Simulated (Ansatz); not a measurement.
Geometry optimisation, Ansatz 0.2.0, UKS LDA/def2-SVP.

Input:

```yaml
crystal:
  periodic: [false, false, false]
  atoms:
    - { symbol: H, position_ang: [-0.220912, -0.944899, -0.396656] }
    - { symbol: O, position_ang: [1.634068, 0.340323, -0.527598] }
    - { symbol: Si, position_ang: [1.010052, 1.840034, -0.306254] }
    - { symbol: Si, position_ang: [-1.089578, -1.855364, 0.334473] }
    - { symbol: H, position_ang: [-0.071178, 2.244814, -1.278756] }
    - { symbol: H, position_ang: [0.634151, 2.229169, 1.105237] }
    - { symbol: H, position_ang: [2.269078, 2.640813, -0.663062] }
    - { symbol: H, position_ang: [-2.503082, -1.664054, -0.147287] }
    - { symbol: H, position_ang: [-1.017542, -1.563102, 1.808233] }
    - { symbol: H, position_ang: [-0.644957, -3.267733, 0.071668] }
magnetization:
  spin_polarized: true
  initial_magnetization: 1
basis:
  gaussian: { orbitals: def2-SVP }
hamiltonian:
  xc: lda
relax:
  f_tol: 0.03
  max_steps: 50
output:
  orbitals: {}
```

Run as:

```bash
$ ansatz run input.yaml --threads 2 --pin off --max-ram 3072MiB --backend cpu --events-out ev --progress --plain --runs-dir out
```

Problem. Where does it end, and by what steps?

Solution. It converged. After 36 steps the energy has fallen by 1.522 eV; H7 moved furthest, 2.20 Å. Parted: H1–Si4 (1.46 → 2.89 Å). Joined: H1–O2 (2.26 → 0.98 Å).

```tsv
step	energy less start (eV)	largest force component (eV/Å)	accepted
0	0.0000	0.872	yes
2	-0.3661	1.056	yes
4	-0.6029	1.345	yes
6	-1.1071	4.609	no
8	-1.3841	0.396	yes
10	-1.4324	0.077	yes
12	-1.4441	0.212	yes
14	-1.4567	0.192	yes
16	-1.4648	0.114	yes
18	-1.4719	0.188	yes
20	-1.4758	0.107	yes
22	-1.4797	0.112	yes
24	-1.4830	0.062	yes
26	-1.4853	0.342	yes
28	-1.4932	0.068	yes
30	-1.5024	0.211	yes
32	-1.5179	0.058	yes
34	-1.5194	0.040	yes
36	-1.5222	0.016	yes
```

```xyz
10
Properties=species:S:1:pos:R:3
H -0.128 0.037 -1.830
O 0.458 0.001 -1.049
Si 0.690 1.447 -0.215
Si -0.941 -1.559 0.444
H 1.224 2.498 -1.157
H -0.590 1.952 0.401
H 1.701 1.139 0.847
H -2.142 -2.247 1.071
H -0.320 -0.666 1.494
H 0.048 -2.601 -0.005
```

Whether the end is a true minimum wasn't checked by a vibrational analysis.

Run time: 23 s on 2 threads of AMD EPYC 9R14 (Zen 4) (shared host), peak memory 0.2 GiB.
